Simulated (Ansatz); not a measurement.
Take a crystal in which N has been replaced by As on all its sites, with the cell rescaled by a rough guess (in some cases also distorted within its space group) and nothing relaxed:

```xyz
4
Lattice="1.7039 0.9838 6.1594 -1.7039 0.9838 6.1594 0.0000 -1.9675 6.1594" Properties=species:S:1:pos:R:3 pbc="T T T"
Mg    0.0000    0.0000    4.1172
Mg    0.0000    0.0000   14.3610
As    0.0000    0.0000    9.2391
Cl    0.0000    0.0000    0.0000
```

All numbers below come from Ansatz, DFT PBE, scalar-relativistic, plane waves, PAW.

Plane waves to 420 eV, a k mesh through Γ of 9×9×9 on the computed 4-atom cell and Gaussian smearing (0.02 eV); no spin polarisation.

(1) Will this cell want to expand or contract, and how hard?

(2) Is it a metal on this mesh?

(3) What is its energy against the elements in their standard states?

An odd mesh misses points on the zone edge, so a gap read on it can be too wide.

## Answers

(1) The pressure is 47.5 GPa (positive in compression), so the cell would expand.

(2) No: the gap is 1.18 eV, the least direct gap 1.93 eV.

(3) +0.020 eV/atom at this unrelaxed geometry, with the elements in the same functional.